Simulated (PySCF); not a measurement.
# SiOCl + HCl → HSiO + Cl₂

Level: PBE0 in the def2-TZVP basis family, all electrons, no relativity, computed in PySCF with density fitting; open shells unrestricted.

| species | state and structure | E (Eh) | ZPE (kJ/mol) | H(298 K) − H(0) (kJ/mol) | S° (J/(mol K)) |
| --- | --- | --- | --- | --- | --- |
| SiOCl | doublet, Cs, Si–Cl 2.047 Å, Si–O 1.521 Å; Cl–Si–O 125.9° | -824.63455 | 11.8 | 11.8 | 277.9 |
| HCl | singlet, C∞v, H–Cl 1.279 Å | -460.66440 | 17.9 | 8.7 | 186.6 |
| HSiO | doublet, Cs, Si–H 1.528 Å, Si–O 1.523 Å; H–Si–O 118.8° | -365.10377 | 22.5 | 10.3 | 241.7 |
| Cl₂ | singlet, D∞h, Cl–Cl 1.982 Å | -920.08940 | 3.5 | 9.1 | 222.5 |

(1) What is the electronic reaction energy?

(2) Add zero-point, thermal and entropy terms for 298.15 K and 1 bar.

Results:

(1) At PBE0/def2-TZVP, ΔE = 277.7 kJ/mol from the differences of the total energies times 2625.5, uphill. 

(2) ΔZPE = -3.7 and Δ[H(298) − H(0)] = -1.1 kJ/mol give ΔH° = 272.9 kJ/mol. ΔS° = -0.3 J/(mol K), so ΔG° = 272.9 − 298.15 × (-0.0003) = 273 kJ/mol.

The structures come from searches over a few start shapes, so lower isomers are not excluded.
